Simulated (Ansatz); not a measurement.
Bulk modulus B0 of some hcp solids

Method: PBEsol-D3(BJ) in Ansatz (plane waves, PAW). References are measured values corrected to a static lattice. The table is a random draw of 10 from 12 solids with such references.

Values in GPa.

```json
[
 {"solid": "hcp Y", "reference": "41.7 (37.3–41.7)", "PBEsol-D3(BJ)": "43.6", "error (%)": "+4.6"},
 {"solid": "hcp Mg", "reference": "38.6¶", "PBEsol-D3(BJ)": "41.5", "error (%)": "+7.5"},
 {"solid": "hcp Co", "reference": "193", "PBEsol-D3(BJ)": "260", "error (%)": "+35"},
 {"solid": "hcp Zn", "reference": "69.7 (64.7–69.7)", "PBEsol-D3(BJ)": "83.6", "error (%)": "+19.9"},
 {"solid": "hcp Ru", "reference": "318 (318–336)", "PBEsol-D3(BJ)": "367", "error (%)": "+15.4"},
 {"solid": "hcp Os", "reference": "425", "PBEsol-D3(BJ)": "453", "error (%)": "+6.6"},
 {"solid": "hcp Tc", "reference": "303", "PBEsol-D3(BJ)": "346", "error (%)": "+14.2"},
 {"solid": "hcp Cd", "reference": "53.8§ (50.7–53.8)", "PBEsol-D3(BJ)": "59.0", "error (%)": "+9.7"},
 {"solid": "hcp Re", "reference": "369", "PBEsol-D3(BJ)": "410", "error (%)": "+11.1"},
 {"solid": "hcp Tl", "reference": "37.4¶", "PBEsol-D3(BJ)": "44.2", "error (%)": "+18.2"}
]
```

Over these 10 solids the mean error is +14.2 %, the mean absolute error 14.2 % (median 12.7 %), and the worst case hcp Co at +35 %; the value is too high in 10 of 10 cases. Over all 12, from unrounded values, the mean error is +14.1 % and the mean absolute error 14.1 % (median 12.5 %).

All these references are brought to a static lattice.

Spin–orbit coupling is left out, also for the solids with elements from indium on (hcp Os, hcp Re, hcp Tl); its size isn't shown.

§ marks references from which a value of another source on file, of any temperature and not printed here, differs by over 15 %.

¶ marks references of a special kind: hcp Mg, 38.6 GPa (measured, copied from a table, unchecked, extrapolated to 0 K and zero-point effects removed; as tabulated in Lejaeghere et al. (2013), arXiv:1204.2733); hcp Tl, 37.4 GPa (measured, copied from a table, unchecked, extrapolated to 0 K and zero-point effects removed; as tabulated in Lejaeghere et al. (2013), arXiv:1204.2733).

In Ansatz's fits of the non-cubic solids, shape and atoms are relaxed at each volume.

Brackets give the range of the sources taken for a reference, where it is wide; it can hold other temperatures.

Differences are worked out from the printed values.

Each level is taken at its own relaxed cell. Ansatz's density-functional and Hartree–Fock values are scalar-relativistic unless marked +SOC, with PAW data made under PBE.

Ansatz's runs of these crystals have no spin polarisation, but for hcp Co.

Density-functional runs with spin start from parallel moments for hcp Co.

Not in this set, of the hcp solids with a reference value in our tables and a result at some level: 3 for sources at odds; 1 for a reference at room or unstated temperature. These can be a level's best or worst cases. Solids without a released value at any level aren't counted. Layered and molecular crystals are counted apart. The metals Ce to Yb are counted apart.

References as tabulated in doi:10.1021/acs.jctc.3c00612; Lejaeghere et al. (2013), arXiv:1204.2733.

Ansatz is a program for electronic structure.
